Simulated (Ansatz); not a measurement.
```yaml
crystal:
  periodic: [false, false, false]
  atoms:
    - {symbol: Hf, position_ang: [-0.147513, 0.012002, -0.000316]}
    - {symbol: N, position_ang: [1.728336, -0.207774, 0.004002]}
    - {symbol: H, position_ang: [2.104540, 0.761899, 0.000360]}
basis:
  gaussian: {orbitals: def2-TZVP}
magnetization: {spin_polarized: true, initial_magnetization: 2}
hamiltonian: {xc: pbe0}
relax: {f_tol: 0.004, max_steps: 80}
```

```sh
$ ansatz run in.yaml --threads 1 --pin off --events-out ev --progress --plain --max-ram 2176MiB
```

Steps of the relaxation (energy above the last step; positions in Å, forces in eV/Å):

```
3
step 1, 544.5 meV
Hf   -0.148    0.012    0.000    1.480   -0.420    0.005
N     1.728   -0.208    0.004   -1.786    0.863   -0.007
H     2.105    0.762    0.000    0.306   -0.442    0.003
```

```
3
step 2, 445.3 meV
Hf   -0.148   -0.012    0.000    0.125   -0.287    0.001
N     1.685   -0.176    0.004   -0.345    0.935   -0.005
H     2.148    0.754    0.000    0.220   -0.648    0.003
```

```
3
step 3, 303.0 meV
Hf   -0.207   -0.087    0.000   -0.794   -0.284    0.000
N     1.596   -0.073    0.003    1.583    1.899   -0.006
H     2.296    0.725    0.001   -0.790   -1.615    0.006
```

```
3
step 11, 0.0 meV
Hf   -0.248   -0.240    0.001    0.000    0.000    0.000
N     1.482    0.262    0.001    0.000    0.000    0.000
H     2.451    0.544    0.002    0.000    0.000    0.000
```

Close pairs at the end: N2–H3 1.008 Å, Hf1–N2 1.802 Å, Hf1–H3 2.810 Å.

A stationary point of unrestricted PBE0 after 11 steps, with ⟨S²⟩ = 2.012 against 2.00 for a pure state; no frequencies were run, so it isn't proven a minimum. 2.7 min on 1 thread of Arm Neoverse V2, shared host.
